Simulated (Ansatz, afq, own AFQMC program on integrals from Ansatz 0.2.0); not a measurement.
Two steps: Ansatz 0.2.0 writes the Fock matrix and Cholesky factors of the valence space, and afq projects on them the lowest state that overlaps trial and start.

```yaml
crystal:
  periodic: [false, false, false]
  atoms:
    - {symbol: Zr, position_ang: [0.000000, 0.000000, 0.000000]}
    - {symbol: O, position_ang: [0.000000, 0.000000, 1.703661]}
basis:
  gaussian: {orbitals: def2-SVP}
magnetization: {spin_polarized: false}
correlation: {method: ccsd_t, electrons: outside_noble_gas, hamiltonian_folder: ham}
```

```sh
$ ansatz run in.yaml --threads 1 --pin off --events-out ev --progress --plain --max-ram 1382MiB
```

afq runs on the folder ham with

```
--method phaseless --trial hf --walkers 120 --populations 1 --least-time 40 --time-step 0.005 --steps-per-block 20 --equilibration-blocks 160 --max-blocks 600 --target-error 0.00114 --factor-cut 1e-05 --seed 2176 --taylor-order 6
```

Times are imaginary, in 1/Eh. The walk had a cap of 613 s. Core potentials past Kr, no spin–orbit coupling.

afq prints:

```
orbitals 40  electrons 5 5  factors 327 of 456
reference energy -121.27992809 Eh
CCSD correlation -0.28904105 Eh in 16 cycles, weight of the determinant in the CISD state 0.8365
energy of the start -121.279928 Eh
 block  time / (1/Eh)  mean weight  energy / Eh
     1     0.100  1.0033  -121.355007
     2     0.200  1.0035  -121.409592
     3     0.300  1.0034  -121.441942
     4     0.400  1.0028  -121.479066
     5     0.500  1.0004  -121.499807
     7     0.700  1.0004  -121.487199
     9     0.900  1.0005  -121.544036
    20     2.000  0.9986  -121.544472
    58     5.800  1.0002  -121.593610
    96     9.600  1.0026  -121.595485
   134    13.400  0.9994  -121.568578
   172    17.200  0.9968  -121.549852
   210    21.000  0.9970  -121.554753
   248    24.800  1.0022  -121.684579
   286    28.600  0.9995  -121.621805
   324    32.400  1.0004  -121.678436
   362    36.200  1.0006  -121.565275
   400    40.000  0.9994  -121.650173
   438    43.800  0.9990  -121.655341
   476    47.600  0.9922  -121.569168
   514    51.400  1.0023  -121.875813
   552    55.200  0.9985  -121.573322
   590    59.000  0.9993  -121.575922
   628    62.800  0.9971  -121.557423
   666    66.600  0.9992  -121.572923
   685    68.500  1.0001  -121.536714
   704    70.400  1.0012  -121.617536
   742    74.200  0.9980  -121.607517
blocks merged  error / Eh  count
     1  0.001726  600
     2  0.002247  300
     4  0.002845  150
     8  0.003322  75
    16  0.004119  37
    32  0.004293  18
    64  0.004824  9
energy -121.599613 +/- 0.004293 Eh
(rows thinned)
```

The run failed at least one of its tests; the cautions name the faults.

Against this walk (error 116.8 meV) on the same determinant: CCSD(T) 356.7 meV higher, CCSDT(Q) 318.5 meV higher. The error is statistical and leaves out the bias of the constraint.

Cautions: constraint bias not in the error; error above the target (116.8 against 31.0 meV); no spin-orbit coupling; outer-core shells of the metal frozen; higher spins were not checked; restricted determinant unstable towards unrestricted (UHF 256 meV lower, ⟨S²⟩ 0.76); (T) is large, 6 % of the CCSD correlation; CCSDT(Q) on the UHF determinant differs (35 meV higher), by its state or its frozen core.

The walk took 2.7 min on 1 thread of Arm Neoverse V2, on a shared host. The log's last line is the phaseless energy.

CCSDT and higher add their correlation energy to the determinant of the CCSD(T) run, since their own runs factorise the integrals more tightly (a shift of under 2 meV). A walk keeps the symmetry of its determinant, which the program's search chose and which needn't be the lowest solution, so a lower state of the same spin and another symmetry isn't excluded.
